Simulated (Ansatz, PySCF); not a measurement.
Gas-phase reaction in SMILES: C=C (C2H4) [ethene] → C=C (C2H4) as doublet, charge +1 + e-
Structures are relaxed separately at B3LYP-D3(BJ)/def2-TZVP in Ansatz (a first-principles code).

Quantity: adiabatic ionisation energy (0 K, with B3LYP-D3(BJ) harmonic zero-point energies from PySCF), in eV. Valence correlation only, unless marked. UHF or UKS for open shells. Spin-orbit coupling is left out. No relativistic terms. CBS marks a two-point X^-3 extrapolation of the correlation energy; Hartree-Fock from the larger set. The bracket is a focal-point correction in the basis named.

Measured: 10.51 eV (CCCBDB table in ASE); it holds spin-orbit effects, which all levels lack. This is an older compilation, not checked against later work.

```csv
level,program,adiabatic ionisation energy (eV),error against measurement
HF/STO-3G,Ansatz,7.59,-2.92
HF/def2-SVPD,Ansatz,8.86,-1.65
HF/def2-TZVPD,PySCF,8.82,-1.69
M06-L-D4/def2-TZVPD,PySCF + dftd4,10.19,-0.32
MN15/def2-TZVPD,PySCF,10.29,-0.22
MP2/6-31G,Ansatz,9.83,-0.68
RI-MP2/def2-TZVPPD,Ansatz,10.47,-0.04
RI-MP2/def2-QZVPPD,Ansatz,10.53,0.02
SCS-MP2/cc-pVDZ,Ansatz,10.12,-0.39
CCSD/aug-cc-pVDZ,Ansatz,10.14,-0.37
CCSD/cc-pVTZ,Ansatz,10.25,-0.26
CCSD/def2-TZVPP,Ansatz,10.27,-0.24
CCSD/def2-TZVPPD,Ansatz,10.28,-0.23
"RI-MP2/CBS(cc-pVTZ,cc-pVQZ)+[CCSD(T)-MP2]/cc-pVDZ",Ansatz,10.53,0.02
"RI-MP2/CBS(aug-cc-pVTZ,aug-cc-pVQZ)+[CCSD(T)-MP2]/aug-cc-pVTZ",Ansatz,10.52,0.01
```
